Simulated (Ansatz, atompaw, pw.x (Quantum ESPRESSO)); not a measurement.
# Equation-of-state test of one PAW (atompaw) potential (ytterbium (Yb))

atompaw 4.2.0.5 input, output lines left out:

```
Yb 70
GGA-PBE scalarrelativistic loggrid 2001 logderivrange -6 5 276
6 6 5 4 0 0
6 1 0
5 2 0
0 0 0
c
c
c
c
v
v
c
c
c
v
v
c
c
v
v
3
2.65 1.95 2.45 2.15
n
n
y
0.9
n
y
0.1
n
bloechl sinc
bessel
```

Atomic tests: cutoffs needed: 40 Ry and 50 Ry (the cutoffs (Ry, on a coarse ladder) from which the occupation-weighted sum of valence levels, in a spherical-Bessel basis at the reference potential, stays within 10 and 1 mRy of its value at 400 Ry); ghost test: no extra level below or beside the all-electron valence levels (s, p, d, f tested) (spherical-Bessel basis up to 400 Ry, 20 bohr box); lowest eigenvalue of the overlap operator: 0.05 (d channel).

Crystal test: fcc Yb in pw.x 7.5, no spin, 11³ k-points, Fermi–Dirac smearing 0.01 Ry, cutoffs 60/600 Ry. The reference is all-electron LAPW (Ansatz 0.2.0) with the same functional, mesh and smearing; V0 and B0 come from Birch–Murnaghan fits to the pressures at five volumes. Errors are pseudo minus all-electron; Δ is the rms difference of the E(V) curves that follow from these fits, minima aligned, over ±6 % about the mean V0. Mesh and smearing are coarse, so the numbers serve the comparison and aren't converged zero-temperature values; the lattice is a test structure that the element need not adopt.

```json
{"V (Å³/atom)": "34.141", "P all-electron (GPa)": "0.98", "P pseudo (GPa)": "1.45"}
{"V (Å³/atom)": "35.040", "P all-electron (GPa)": "0.45", "P pseudo (GPa)": "0.88"}
{"V (Å³/atom)": "35.938", "P all-electron (GPa)": "-0.02", "P pseudo (GPa)": "0.37"}
{"V (Å³/atom)": "36.836", "P all-electron (GPa)": "-0.45", "P pseudo (GPa)": "-0.06"}
{"V (Å³/atom)": "37.735", "P all-electron (GPa)": "-0.83", "P pseudo (GPa)": "-0.49"}
```

All-electron: a0 = 5.236 Å (V0 = 35.89 Å³/atom), B0 = 18.1 GPa.

Pseudopotential: mean pressure error (GPa): +0.41; a0 (Å): 5.274; a0 error (%): +0.73; B0 error (%): -1.2; Δ (meV/atom): 3.1. This is a poor potential for the solid.

At the middle volume, how do free energy and pressure move when the wave cutoff is lowered (ecutrho held at 600 Ry)?

| cutoff (Ry) | shift of F (meV/atom) | shift of P (GPa) |
| --- | --- | --- |
| 36 | +212.2 | -4.46 |
| 48 | +14.9 | -0.43 |

Input at the middle volume:

```
&control
  calculation='scf', prefix='x', pseudo_dir='./', outdir='./tmp', tstress=.true., disk_io='none'
/
&system
  ibrav=0, nat=1, ntyp=1, ecutwfc=60, ecutrho=600, nbnd=21,
  occupations='smearing', smearing='fd', degauss=0.01
/
&electrons
  conv_thr=1e-09, mixing_beta=0.4, electron_maxstep=70
/
ATOMIC_SPECIES
Yb 1.0 Yb.UPF
CELL_PARAMETERS angstrom
  0.00000000 2.61923603 2.61923603
  2.61923603 0.00000000 2.61923603
  2.61923603 2.61923603 0.00000000
ATOMIC_POSITIONS crystal
Yb 0.0000 0.0000 0.0000
K_POINTS automatic
11 11 11 0 0 0
```

```bash
pw.x < Yb.scf.in > Yb.scf.out
```

Lines of the output:

```
Message from routine setup:
     using ibrav=0 with symmetry is DISCOURAGED, use correct ibrav instead
     lattice parameter (alat)  =       6.9998  a.u.
     unit-cell volume          =     242.5216 (a.u.)^3
     number of electrons       =        24.00
     number of Kohn-Sham states=           21
     kinetic-energy cutoff     =      60.0000  Ry
     charge density cutoff     =     600.0000  Ry
     scf convergence threshold =      1.0E-09
     Exchange-correlation= SLA PW PBX PBC
     number of k points=    56  Fermi-Dirac smearing, width (Ry)=  0.0100
     iteration #  1     ecut=    60.00 Ry     beta= 0.40
     total energy              =   -1008.36986881 Ry
     estimated scf accuracy    <       2.95360523 Ry
     iteration #  2     ecut=    60.00 Ry     beta= 0.40
     total energy              =   -1011.98277492 Ry
     estimated scf accuracy    <       2.09364133 Ry
     iteration #  3     ecut=    60.00 Ry     beta= 0.40
     total energy              =   -1011.35706660 Ry
     estimated scf accuracy    <       0.70147180 Ry
     iteration #  4     ecut=    60.00 Ry     beta= 0.40
     total energy              =   -1011.62536966 Ry
     estimated scf accuracy    <       0.03636262 Ry
     iteration #  5     ecut=    60.00 Ry     beta= 0.40
     total energy              =   -1011.51917260 Ry
     estimated scf accuracy    <       0.19251826 Ry
     iteration #  6     ecut=    60.00 Ry     beta= 0.40
     total energy              =   -1011.52900540 Ry
     estimated scf accuracy    <       0.01722076 Ry
     iteration #  7     ecut=    60.00 Ry     beta= 0.40
     total energy              =   -1011.33126088 Ry
     estimated scf accuracy    <       1.09235727 Ry
     iteration #  8     ecut=    60.00 Ry     beta= 0.40
     total energy              =   -1011.57621944 Ry
     estimated scf accuracy    <       0.06836169 Ry
     [... 30 iterations left out ...]
     iteration # 39     ecut=    60.00 Ry     beta= 0.40
     total energy              =   -1011.54903539 Ry
     estimated scf accuracy    <       0.00002245 Ry
     iteration # 40     ecut=    60.00 Ry     beta= 0.40
     total energy              =   -1011.54903858 Ry
     estimated scf accuracy    <       0.00000012 Ry
     iteration # 41     ecut=    60.00 Ry     beta= 0.40
     total energy              =   -1011.54903901 Ry
     estimated scf accuracy    <       0.00000980 Ry
     iteration # 42     ecut=    60.00 Ry     beta= 0.40
     total energy              =   -1011.54903799 Ry
     estimated scf accuracy    <       0.00000291 Ry
     iteration # 43     ecut=    60.00 Ry     beta= 0.40
     total energy              =   -1011.54903863 Ry
     estimated scf accuracy    <          8.4E-09 Ry
     iteration # 44     ecut=    60.00 Ry     beta= 0.40
     total energy              =   -1011.54903864 Ry
     estimated scf accuracy    <       0.00000003 Ry
     iteration # 45     ecut=    60.00 Ry     beta= 0.40
     total energy              =   -1011.54903864 Ry
     estimated scf accuracy    <       0.00000002 Ry
     iteration # 46     ecut=    60.00 Ry     beta= 0.40
     the Fermi energy is    11.5139 ev
!    total energy              =   -1011.54903864 Ry
     estimated scf accuracy    <          2.2E-10 Ry
     smearing contrib. (-TS)   =      -0.01171935 Ry
     The total energy is F=E-TS. E is the sum of the following terms:
     one-electron contribution =    -397.30267198 Ry
     hartree contribution      =     166.36484551 Ry
     xc contribution           =     -37.49532337 Ry
     ewald contribution        =    -266.77508064 Ry
     one-center paw contrib.   =    -476.32908880 Ry
     convergence has been achieved in  46 iterations
          total   stress  (Ry/bohr**3)                   (kbar)     P=        3.66
     Message from routine punch:
     Nothing written, as per user request (disk_io='none')
```

The run at the middle volume (56 k-points, 46 iterations) took about 3 min on one core of a shared host (Intel(R) Xeon(R) 6975P-C, 192 threads, 1512 GiB, load 59).
